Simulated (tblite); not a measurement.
Compound: C4H7S (charge -1).
Atom-mapped SMILES: `[CH2:1]=[C:2]([S-:3])[CH2:4][CH3:5]` (hydrogens: H6, H7 on C1; H8, H9 on C4; H10, H11, H12 on C5)
Bond orders are those of one Lewis drawing.

Computed with GFN2-xTB (tblite), gas phase: Langevin dynamics at 200 K from the optimised GFN2-xTB geometry, time step 0.5 fs, friction 0.01 fs⁻¹, 2000 steps. The instantaneous temperature is 2·E(kin)/(3Nk) with all 3N coordinates.

| t (fs) | T (K) | E(pot) above start (eV) | C1=C2 (Å) | C2–S3 (Å) | C2–C4 (Å) | C4–C5 (Å) | C1–H6 (Å) | C1–C2–C4–C5 (°) |
| --- | --- | --- | --- | --- | --- | --- | --- | --- |
| 0 | 174 | 0.000 | 1.342 | 1.715 | 1.514 | 1.527 | 1.084 | -108 |
| 50 | 183 | 0.255 | 1.351 | 1.698 | 1.523 | 1.541 | 1.085 | -100 |
| 100 | 210 | 0.143 | 1.373 | 1.708 | 1.521 | 1.517 | 1.073 | -97 |
| 150 | 154 | 0.273 | 1.313 | 1.744 | 1.509 | 1.560 | 1.109 | -102 |
| 200 | 264 | 0.225 | 1.353 | 1.745 | 1.525 | 1.491 | 1.038 | -101 |
| 250 | 199 | 0.311 | 1.321 | 1.717 | 1.521 | 1.517 | 1.128 | -102 |
| 300 | 224 | 0.275 | 1.375 | 1.703 | 1.525 | 1.499 | 1.039 | -91 |
| 350 | 233 | 0.353 | 1.335 | 1.737 | 1.537 | 1.520 | 1.130 | -67 |
| 400 | 222 | 0.272 | 1.365 | 1.740 | 1.506 | 1.537 | 1.079 | -61 |
| 450 | 290 | 0.223 | 1.334 | 1.697 | 1.560 | 1.512 | 1.077 | -69 |
| 500 | 304 | 0.275 | 1.329 | 1.683 | 1.519 | 1.544 | 1.099 | -64 |
| 550 | 185 | 0.448 | 1.367 | 1.735 | 1.473 | 1.555 | 1.099 | -73 |
| 600 | 222 | 0.362 | 1.306 | 1.684 | 1.548 | 1.541 | 1.076 | -65 |
| 650 | 335 | 0.291 | 1.364 | 1.680 | 1.528 | 1.550 | 1.116 | -69 |
| 700 | 289 | 0.268 | 1.341 | 1.694 | 1.488 | 1.507 | 1.052 | -82 |
| 750 | 147 | 0.287 | 1.354 | 1.675 | 1.517 | 1.527 | 1.101 | -90 |
| 800 | 131 | 0.286 | 1.349 | 1.649 | 1.516 | 1.526 | 1.082 | -87 |
| 850 | 186 | 0.244 | 1.328 | 1.684 | 1.497 | 1.551 | 1.081 | -100 |
| 900 | 157 | 0.260 | 1.353 | 1.697 | 1.507 | 1.525 | 1.090 | -121 |
| 950 | 154 | 0.297 | 1.319 | 1.696 | 1.522 | 1.527 | 1.085 | -121 |
| 1000 | 185 | 0.195 | 1.362 | 1.694 | 1.508 | 1.509 | 1.082 | -127 |

Task: From 500 fs on, how do temperature and potential energy compare with equipartition?

Result: The mean temperature of these 11 frames is 209 K against the target 200 K, and the mean potential energy 0.29 eV against 30 × kT/2 = 0.26 eV for 30 classical harmonic modes. For 12 atoms in a canonical ensemble the temperature itself scatters by T·√(2/(3N)) = 47 K; here its standard deviation is 67 K. The whole run lasts only 10 friction times of 100 fs, so these averages carry a wide statistical error.

Task: What are the kinetic and total energies of the listed frame with the highest potential energy?

Result: The one at 550 fs, 0.448 eV above the start. Its kinetic energy is 3NkT/2 = 0.287 eV at 185 K, so the sum is 0.73 eV; over the listed frames the sum runs from 0.27 to 0.81 eV, since the thermostat adds and removes energy.

Task: How much do the listed bonds fluctuate from 500 fs on?

Result: 
```
 bond  at the start (Å)  mean (Å)  standard deviation (Å)
C1=C2             1.342     1.343                   0.019
C2–S3             1.715     1.688                   0.020
C2–C4             1.514     1.511                   0.019
C4–C5             1.527     1.533                   0.016
C1–H6             1.084     1.087                   0.016
```

The motion is classical and holds no zero-point motion.

What follows is the cost of the whole dynamics run. Time: 6.5 s wall; peak memory 0.18 GiB. Hardware: one thread, AMD EPYC 9B14 (x86_64), shared host with 90 logical CPUs at a one-minute load of 15.
